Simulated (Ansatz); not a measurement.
# C4H8, singlet in STO-3G: errors against RCCSDTQ

Geometry: MP2(full)/6-31G*, from the G2/97 set.

```xyz
12

C     0.0000    1.0711    0.1476
C     0.0000   -1.0711    0.1476
C    -1.0711    0.0000   -0.1476
C     1.0711    0.0000   -0.1476
H     0.0000    1.9869   -0.4501
H     0.0000    1.3429    1.2075
H     0.0000   -1.9869   -0.4501
H     0.0000   -1.3429    1.2075
H    -1.9869    0.0000    0.4501
H    -1.3429    0.0000   -1.2075
H     1.9869    0.0000    0.4501
H     1.3429    0.0000   -1.2075
```

Basis STO-3G; Ansatz 0.2.0. Correlated methods freeze the noble-gas cores, which leaves 24 electrons in 24 orbitals. R marks a restricted (for open shells ROHF) determinant. Active spaces: frontier = (8e, 8o) about the gap.

Full CI isn't at hand for all of this; RCCSDTQ serves as the reference, and is uncertain by about the last step of the cluster series.

```
UHF ⟨S²⟩                          : 0.000
T1 diagnostic (RCCSD)             : 0.0011
largest doubles amplitude (RCCSD) : 0.048
```

```tsv
level	E − E(RCCSDTQ) (kcal/mol)	share of correlation (%)	wall time
RHF	173.33	0.00	–
RMP2	43.41	74.95	–
CISD	19.61	88.69	1.1 s
RCCSD	1.58	99.09	–
RCCSD(T)	0.47	99.73	0.3 s
BCCD(T)	0.47	99.73	0.33 s
RCCSDT	0.23	99.87	–
CISDTQ	1.38	99.21	2.6 min (H100)
RCCSDT(Q)	0.03	99.98	2.8 s
CASSCF (frontier space)	123.17	28.94	–
NEVPT2 (frontier space)	33.31	80.78	3 s
MRCISD (frontier space)	10.32	94.05	–
MRCISD+Q (frontier space)	0.16	99.91	4 s
```

The correlation energy at RCCSDTQ, counted from RHF, is -7.516 eV. That run took 25 s on 2 threads of AMD EPYC 7R13 with a shared H100 80 GB, shared host.

Times hold each run's SCF and search for its determinant on a shared host, so for small cases they say little of a method's own cost; rows without a card ran on 1 thread of AMD EPYC 7R13.

Atomization energy (electronic, same basis, no zero-point term; atoms at the same level, unrestricted beside the R rows where the molecule is a closed shell, with restricted open-shell steps beyond CCSDT(Q)) at RCCSDTQ: 5093.0 kJ/mol. Errors of other levels:

```
    level  error (kJ/mol)
      RHF          -512.8
     RMP2           -72.6
     CISD           -82.0
    RCCSD            -6.7
 RCCSD(T)            -2.0
  BCCD(T)            -2.0
   RCCSDT            -1.0
   CISDTQ            -5.8
RCCSDT(Q)            -0.2
```

This basis is far from its limit, so the value isn't to be set against a measured one. Truncated CI isn't size-consistent, which counts against it in atomization.
